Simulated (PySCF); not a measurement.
Static polarisabilities and like-pair C6 coefficients by linear response at B3LYP/def2-SVPD (PySCF, frozen core in the response, non-relativistic, gas phase), PBE0-D3(BJ)/def2-SVP geometries, one conformer each; atomic units unless stated. Spin–orbit coupling is left out although an atom past zinc is present.

```csv
species,electrons,α
`[BH]` (BH) [singlet],6,22.2
`O=C(C)[SiH2][SiH2][GeH3]` (C2H10GeOSi2),90,123.5
`[H]/N=C/c1n[se]cc1C#N` (C5H3N3Se),88,104.0
```

**Question.** Estimate each like-pair C6, largest first.

**Answer.** 
| species | C6 | ω̄ = 4·C6/(3α²) (eV) |
| --- | --- | --- |
| `O=C(C)[SiH2][SiH2][GeH3]` (C2H10GeOSi2) | 4892 | 11.6 |
| `[H]/N=C/c1n[se]cc1C#N` (C5H3N3Se) | 3754 | 12.6 |
| `[BH]` (BH) [singlet] | 110.8 | 8.1 |

The order is that of α. London's effective excitation energy ω̄ runs from 8.1 to 12.6 eV here.
